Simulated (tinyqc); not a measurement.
UHF in the sto-3g basis, for BH3, spin multiplicity 1, step by step. One step of it, computed by the program tinyqc.

Question. Iteration 2: diagonalisation and new density. Diagonalise F' = X^T F X, C = X C', fill 4 alpha and 4 beta electrons from the bottom; D(s) = C_occ C_occ^T; the new density keeps 0.7 of the old one (damping). Each column has its largest component positive (the first on a tie).

F(alpha) (hartree), lower triangle:
```
,1B 1s,1B 2s,1B 2px,1B 2py,1B 2pz,2H 1s,3H 1s,4H 1s
1B 1s,-7.100342
1B 2s,-2.112884,-0.919133
1B 2px,-0.001444,-0.015397,0.073866
1B 2py,0.000000,0.000000,0.000000,-0.038743
1B 2pz,-0.000326,0.009942,-0.210889,0.000000,0.258961
2H 1s,-0.365414,-0.428339,-0.279718,0.000000,-0.100275,-0.253957
3H 1s,-0.367082,-0.423104,0.130918,-0.286146,0.063562,-0.109282,-0.241834
4H 1s,-0.367082,-0.423104,0.130918,0.286146,0.063562,-0.109282,-0.084833,-0.241834
```

F(beta) (hartree), lower triangle:
```
,1B 1s,1B 2s,1B 2px,1B 2py,1B 2pz,2H 1s,3H 1s,4H 1s
1B 1s,-7.100353
1B 2s,-2.112874,-0.919203
1B 2px,-0.002067,-0.002779,0.074275
1B 2py,0.000000,0.000000,0.000000,-0.039098
1B 2pz,-0.000323,0.007533,0.211032,0.000000,0.258990
2H 1s,-0.365958,-0.424007,-0.278515,0.000000,0.117998,-0.255675
3H 1s,-0.366807,-0.425259,0.131527,-0.286449,-0.046401,-0.109452,-0.240945
4H 1s,-0.366807,-0.425259,0.131527,0.286449,-0.046401,-0.109452,-0.084484,-0.240945
```

X, lower triangle:
```
,1B 1s,1B 2s,1B 2px,1B 2py,1B 2pz,2H 1s,3H 1s,4H 1s
1B 1s,1.032785
1B 2s,-0.170535,1.275446
1B 2px,0.000008,-0.000090,1.139943
1B 2py,0.000000,0.000000,0.000000,1.139965
1B 2pz,0.000842,-0.007102,0.000003,0.000000,1.000204
2H 1s,0.025508,-0.257190,-0.279248,0.000000,0.007438,1.172653
3H 1s,0.025514,-0.257332,0.139715,-0.241918,0.007443,-0.009929,1.172790
4H 1s,0.025514,-0.257332,0.139715,0.241918,0.007443,-0.009929,-0.009918,1.172790
```

D(alpha) after iteration 1, lower triangle:
```
,1B 1s,1B 2s,1B 2px,1B 2py,1B 2pz,2H 1s,3H 1s,4H 1s
1B 1s,1.020689
1B 2s,-0.074185,0.359622
1B 2px,-0.002031,0.005836,0.271407
1B 2py,0.000000,0.000000,0.000000,0.443067
1B 2pz,0.000957,-0.002734,0.294988,0.000000,0.325881
2H 1s,-0.082499,0.170464,0.169604,0.000000,0.167239,0.220063
3H 1s,-0.080941,0.167593,-0.082491,0.216527,-0.088612,0.017628,0.241544
4H 1s,-0.080941,0.167593,-0.082491,-0.216527,-0.088612,0.017628,-0.010870,0.241544
```

D(beta) after iteration 1, lower triangle:
```
,1B 1s,1B 2s,1B 2px,1B 2py,1B 2pz,2H 1s,3H 1s,4H 1s
1B 1s,1.020713
1B 2s,-0.074276,0.359963
1B 2px,0.003575,-0.010983,0.271203
1B 2py,0.000000,0.000000,0.000000,0.443177
1B 2pz,-0.000364,0.002281,-0.294834,0.000000,0.325738
2H 1s,-0.079506,0.160990,0.168611,0.000000,-0.174930,0.220838
3H 1s,-0.082412,0.172239,-0.083354,0.216544,0.080858,0.017730,0.241192
4H 1s,-0.082412,0.172239,-0.083354,-0.216544,0.080858,0.017730,-0.011076,0.241192
```

overlap S, lower triangle:
```
,1B 1s,1B 2s,1B 2px,1B 2py,1B 2pz,2H 1s,3H 1s,4H 1s
1B 1s,1.000000
1B 2s,0.269328,1.000000
1B 2px,0.000000,0.000000,1.000000
1B 2py,0.000000,0.000000,0.000000,1.000000
1B 2pz,0.000000,0.000000,0.000000,0.000000,1.000000
2H 1s,0.045613,0.393631,0.427949,0.000000,-0.011677,1.000000
3H 1s,0.045642,0.393765,-0.214073,0.370682,-0.011682,0.065435,1.000000
4H 1s,0.045642,0.393765,-0.214073,-0.370682,-0.011682,0.065435,0.065494,1.000000
```

Give: F' = X^T F X; orbital energies; coefficients C; F' = X^T F X; orbital energies; coefficients C; D(alpha) after iteration 2; D(beta) after iteration 2.

Answer.

F' = X^T F X (alpha) (hartree), lower triangle:
```
,1,2,3,4,5,6,7,8
1,-6.9037
2,-1.1858,-0.1316
3,0.0002,-0.0163,0.3420
4,0.0000,0.0000,0.0000,0.2469
5,0.0005,-0.0017,-0.1946,0.0000,0.2593
6,-0.0143,-0.3193,-0.3821,0.0000,-0.0603,0.0380
7,-0.0157,-0.3292,0.1892,-0.3637,0.0454,-0.0421,0.0715
8,-0.0157,-0.3292,0.1892,0.3637,0.0454,-0.0421,-0.0318,0.0715
```

orbital energies (alpha) (hartree): MO1 -7.1074, MO2 -0.5269, MO3 -0.3442, MO4 -0.3246, MO5 0.2951, MO6 0.5807, MO7 0.6944, MO8 0.7267

coefficients C (alpha):
```
,MO1,MO2,MO3,MO4,MO5,MO6,MO7,MO8
1B 1s,0.9897,-0.2123,0.0000,0.0132,-0.0218,-0.2673,0.0000,0.0306
1B 2s,0.0397,0.5447,0.0000,-0.0380,0.0896,1.2357,0.0000,-0.1405
1B 2px,0.0005,0.0281,0.0000,0.4361,0.1301,0.1156,0.0000,1.0933
1B 2py,0.0000,0.0000,0.4902,0.0000,0.0000,0.0000,1.0846,0.0000
1B 2pz,-0.0002,0.0039,0.0000,0.3101,0.9190,-0.1019,0.0000,-0.2224
2H 1s,-0.0073,0.3452,0.0000,0.5276,-0.4042,-0.6939,0.0000,-0.6911
3H 1s,-0.0068,0.2970,0.4721,-0.2819,0.1541,-0.6089,-0.7315,0.4477
4H 1s,-0.0068,0.2970,-0.4721,-0.2819,0.1541,-0.6089,0.7315,0.4477
```

F' = X^T F X (beta) (hartree), lower triangle:
```
,1,2,3,4,5,6,7,8
1,-6.9038
2,-1.1858,-0.1317
3,-0.0020,-0.0038,0.3421
4,0.0000,0.0000,0.0000,0.2469
5,0.0009,-0.0044,0.1947,0.0000,0.2594
6,-0.0150,-0.3174,-0.3804,0.0000,0.0807,0.0361
7,-0.0153,-0.3301,0.1899,-0.3642,-0.0250,-0.0420,0.0724
8,-0.0153,-0.3301,0.1899,0.3642,-0.0250,-0.0420,-0.0320,0.0724
```

orbital energies (beta) (hartree): MO1 -7.1074, MO2 -0.5267, MO3 -0.3443, MO4 -0.3249, MO5 0.2961, MO6 0.5794, MO7 0.6956, MO8 0.7262

coefficients C (beta):
```
,MO1,MO2,MO3,MO4,MO5,MO6,MO7,MO8
1B 1s,0.9897,-0.2121,0.0000,0.0175,-0.0057,-0.2678,0.0000,0.0320
1B 2s,0.0397,0.5442,0.0000,-0.0556,0.0211,1.2370,0.0000,-0.1521
1B 2px,0.0005,0.0207,0.0000,0.4354,-0.1275,0.1465,0.0000,1.0903
1B 2py,0.0000,0.0000,0.4909,0.0000,0.0000,0.0000,1.0843,0.0000
1B 2pz,-0.0002,-0.0200,0.0000,-0.3087,0.9223,-0.0100,0.0000,0.2328
2H 1s,-0.0072,0.3444,0.0000,0.5345,0.3682,-0.7249,0.0000,-0.6744
3H 1s,-0.0068,0.2978,0.4717,-0.2761,-0.1890,-0.5922,-0.7318,0.4597
4H 1s,-0.0068,0.2978,-0.4717,-0.2761,-0.1890,-0.5922,0.7318,0.4597
```

D(alpha) after iteration 2, lower triangle:
```
,1B 1s,1B 2s,1B 2px,1B 2py,1B 2pz,2H 1s,3H 1s,4H 1s
1B 1s,1.0219
1B 2s,-0.0750,0.3417
1B 2px,-0.0013,0.0037,0.2473
1B 2py,0.0000,0.0000,0.0000,0.3822
1B 2pz,0.0016,-0.0048,0.2471,0.0000,0.2570
2H 1s,-0.0798,0.1696,0.1907,0.0000,0.1666,0.2733
3H 1s,-0.0787,0.1690,-0.0921,0.2210,-0.0879,-0.0015,0.2863
4H 1s,-0.0787,0.1690,-0.0921,-0.2210,-0.0879,-0.0015,-0.0242,0.2863
```

D(beta) after iteration 2, lower triangle:
```
,1B 1s,1B 2s,1B 2px,1B 2py,1B 2pz,2H 1s,3H 1s,4H 1s
1B 1s,1.0220
1B 2s,-0.0751,0.3422
1B 2px,0.0036,-0.0116,0.2469
1B 2py,0.0000,0.0000,0.0000,0.3825
1B 2pz,-0.0007,0.0035,-0.2468,0.0000,0.2567
2H 1s,-0.0769,0.1599,0.1900,0.0000,-0.1740,0.2759
3H 1s,-0.0801,0.1737,-0.0926,0.2210,0.0804,-0.0011,0.2850
4H 1s,-0.0801,0.1737,-0.0926,-0.2210,0.0804,-0.0011,-0.0250,0.2850
```
